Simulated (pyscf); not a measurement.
Four-centre exchange: SiH₄ (SMILES [SiH4]) + H₂C=CH₂ (SMILES C=C) → H₂C=CH–SiH₃ (SMILES C=C[SiH3]) + H₂ (SMILES [H][H])

Gas phase, singlet surface, charge 0. Bonds broken: Si1–H2, C6–H8. Bonds formed: Si1–C6, H2–H8. PySCF, gas phase, ωB97X-D3(BJ)/def2-SVP geometries.

Transition state (Å):

```xyz
11

Si    -1.6360    -0.7373    -0.2871
H     -2.6120     0.6181     0.2371
H     -0.4293    -1.5550    -0.7369
H     -2.5455    -0.8494    -1.4634
H     -2.0023    -1.4136     0.9934
C     -0.2562     0.8953    -0.3091
C      0.1863     1.3318     0.8782
H     -1.5801     0.9542    -0.1550
H      0.3605     0.9279    -1.2146
H      1.1913     1.7400     1.0398
H     -0.4786     1.3074     1.7543
```

One imaginary mode, 1848i cm⁻¹; descent along it reached the two sides named.

```csv
bond,change,reactant side (Å),saddle,product side
Si1–H2,breaks,1.488,1.751,3.6
C6–H8,breaks,1.096,1.334,3.1
Si1–C6,forms,3.7,2.138,1.873
H2–H8,forms,3.7,1.154,0.760
```

Electronic energies relative to the separated reactants (kJ/mol):

```
level                   barrier  reaction energy  reverse barrier
----------------------  -------  ---------------  ---------------
ωB97X-D3(BJ)/def2-TZVP    313.3            +16.9            296.5
PBE/def2-TZVP             282.0            +22.6            259.4
r²SCAN/def2-TZVP          291.1            +19.7            271.5
B3LYP-D3(BJ)/def2-TZVP    312.3            +22.3            290.0
PBE0-D3(BJ)/def2-TZVP     292.0            +21.2            270.8
M06-2X/def2-TZVP          316.2            +18.2            298.0
ωB97M-D3(BJ)/def2-TZVP    314.6            +23.5            291.0
HF/def2-TZVP              406.7            +43.9            362.8
```

With ωB97M-D3(BJ)/def2-TZVP energies and thermal terms (ideal gas, 1 atm, RRHO with modes under 100 cm⁻¹ raised to 100, one conformer, R ln 2 for chiral ones without a mode under 150 cm⁻¹), in kJ/mol:

```tsv
T (K)	ΔH‡	ΔG‡	ΔH	ΔG
298	305.3	340.9	+12.7	+14.7
600	307.0	376.5	+18.6	+14.4
900	310.6	410.5	+23.0	+11.3
1200	314.5	443.1	+26.1	+6.8
```

At the saddle there is also a short H–Si contact that neither side keeps. The same reactants have a lower exit, to H₃C–CH₂–SiH₃ (barrier +206.5 kJ/mol at ωB97M-D3(BJ)/def2-TZVP, against +314.6 kJ/mol here). One saddle was located; it need not be the lowest between these sides.
